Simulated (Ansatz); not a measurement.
Born–Oppenheimer molecular dynamics of CH6NSi (9 atoms, charge 1, multiplicity 1). It starts from a relaxed structure.

All numbers below come from RKS revPBE/6-31G* (Ansatz).

```json
{
  "ensemble": "NVT, Nosé–Hoover chain",
  "time step": "1 fs",
  "steps asked": "500",
  "set temperature": "700 K",
  "thermostat": "time constant 100 fs, chain length 3 (defaults)",
  "seed": "929818"
}
```

First frame:

```xyz
9
Properties=species:S:1:pos:R:3
C -0.802 0.836 -0.835
Si 0.651 -0.083 -0.144
N 0.508 -1.035 1.228
H -1.605 0.132 -1.123
H -0.498 1.410 -1.726
H -1.214 1.535 -0.084
H 2.026 -0.074 -0.702
H 1.295 -1.554 1.630
H -0.360 -1.167 1.756
```

Problem. How far do the bonds stretch over the last three quarters of this one trajectory? (Pairs bonded in most of those frames.)

Solution. 
```json
{"bond": "C1–Si2", "mean (Å)": "1.857", "spread (Å)": "0.054", "shortest": "1.76", "longest": "1.95"}
{"bond": "C1–H4", "mean (Å)": "1.111", "spread (Å)": "0.031", "shortest": "1.05", "longest": "1.17"}
{"bond": "C1–H5", "mean (Å)": "1.109", "spread (Å)": "0.019", "shortest": "1.07", "longest": "1.15"}
{"bond": "C1–H6", "mean (Å)": "1.110", "spread (Å)": "0.024", "shortest": "1.06", "longest": "1.16"}
{"bond": "Si2–N3", "mean (Å)": "1.688", "spread (Å)": "0.027", "shortest": "1.63", "longest": "1.76"}
{"bond": "Si2–H7", "mean (Å)": "1.508", "spread (Å)": "0.077", "shortest": "1.38", "longest": "1.62"}
{"bond": "N3–H8", "mean (Å)": "1.038", "spread (Å)": "0.046", "shortest": "0.95", "longest": "1.13"}
{"bond": "N3–H9", "mean (Å)": "1.038", "spread (Å)": "0.041", "shortest": "0.95", "longest": "1.13"}
```

Mean temperature of the second half: 724 K. The conserved energy stayed within 3.2 meV per atom of its start (net change 0.88 meV per atom), so the integration is sound. A run of 0.5 ps of so small a system gives no equilibrium averages. Limits of this set-up: the dipole of an ion depends on the origin.

The run took 9.3 min on 1 thread of Arm Neoverse V1, with other jobs on the host, peak memory 0.088 GiB.
